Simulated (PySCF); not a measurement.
# C4H2 (Diacetylene): the cost of one run

Programs: PySCF 2.14.0, with routines of our own; each step states its level. All values are computed. Atoms count from 0.

## Step 1: The system as given

6 atoms, charge 0, multiplicity 1; geometry from: GFN2-xTB.

## Step 2: Relaxing the molecule at PBE/6-31+G*

What the job is given:

```
{"job": {"xc": "PBE", "basis": "6-31+G*", "grid": 1, "kind": "geom"}, "charge": 0, "multiplicity": 1}
C      1.858390     0.308419     0.073206
C      0.671010     0.112556     0.104253
C     -0.670102    -0.111666     0.142759
C     -1.857539    -0.307001     0.175498
H      2.892007     0.481668     0.048133
H     -2.890644    -0.481987     0.207585
```

Run with:

```bash
> OMP_NUM_THREADS=1 python excited_run.py task.json out
```

This one command runs all jobs of the session in turn.

Q: Estimate the wall time and peak memory of this first job on 1 thread of Arm Neoverse V1, shared host.

About 6.7 s, with a peak of 0.33 GiB.
